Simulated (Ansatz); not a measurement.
Species: methyl chloride, CH3Cl (charge 0, singlet). SMILES: CCl
Geometry: optimised at B3LYP-D3(BJ)/def2-TZVP (Ansatz, a quantum-chemistry and plane-wave program).

Property: atomisation energy, in kcal/mol. Set-up: non-relativistic; valence correlation only; dispersion terms only where a functional's name holds one; six Cartesian d functions in 6-31G* and its kin unless marked 5d; atomisation electronic, to ground-state atoms; 6-311+G** with 5d, 6d on Na to Ar in Ansatz; UHF or UKS for open shells; LANL2DZ with its own core potentials from Na on; no spin-orbit coupling. CBS(X,Y): correlation extrapolated as X^-3; Hartree-Fock from the larger set. Ab initio and DFT rows: single points at B3LYP-D3(BJ) geometries (Ansatz).

Coupled cluster (Ansatz) is a level with limits of its own, used here on species with T1 under 0.025 (0.045 for open shells) and stable references: CCSD(T)/CBS(def2-TZVPPD,def2-QZVPPD).

Value to compare with, CCSD(T)/CBS(def2-TZVPPD,def2-QZVPPD) (Ansatz): 394.9 kcal/mol.

| level | program | atomisation energy (kcal/mol) | difference |
|---|---|---|---|
| B3LYP/STO-3G | Ansatz | 465.9 | 71.0 |
| B3LYP/3-21G | Ansatz | 381.2 | -13.7 |
| B3LYP/LANL2DZ | Ansatz | 376.8 | -18.1 |
| B3LYP/6-31G | Ansatz | 378.8 | -16.1 |
| B3LYP/6-31G* | Ansatz | 392.3 | -2.6 |
| B3LYP/6-31+G* | Ansatz | 389.7 | -5.2 |
| B3LYP/6-31G** | Ansatz | 394.8 | -0.1 |
| B3LYP/def2-SVP | Ansatz | 390.6 | -4.3 |
| B3LYP/cc-pVDZ | Ansatz | 385.3 | -9.6 |
| B3LYP/6-311+G** | Ansatz | 389.7 | -5.2 |
| B3LYP/def2-TZVPD | Ansatz | 392.3 | -2.6 |

Among the 10 habitual levels, B3LYP/STO-3G lies farthest from CCSD(T)/CBS(def2-TZVPPD,def2-QZVPPD) (Ansatz) (71.0 kcal/mol) and B3LYP/6-31G** nearest (-0.1); 1 of 10 lie above it, and their mean absolute difference is 14.6 kcal/mol, the median 7.4. One case shows no general order.

The sets are all those run for this method; runs whose electronic state is in doubt are left out.
